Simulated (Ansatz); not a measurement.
Mulliken charges of OP (`O=[P]`) radical from PBE/def2-TZVPP in Ansatz (PBE0-D4/def2-TZVP geometry).

```tsv
atom	x (Å)	y (Å)	z (Å)	charge (e)
O1	0.000	0.000	-0.009	-0.283
P2	0.000	0.000	1.465	0.283
```

**Question.** By hand: the dipole of these point charges (1 e Å = 4.8032 D).

**Answer.** Σ q r = (0.000, 0.000, 0.417) e Å, of length 0.417 e Å = 2.00 D.

**Question.** How does the dipole of the full density compare? (Estimate.)

**Answer.** Computed: (0.000, 0.000, 0.382) e Å, 1.83 D; the point charges give 1.09 times that, at 0° from its direction.

Point charges leave out the atoms' own dipoles, such as those of lone pairs, and Mulliken's split depends on the basis, so the close match here is no proof of good charges.
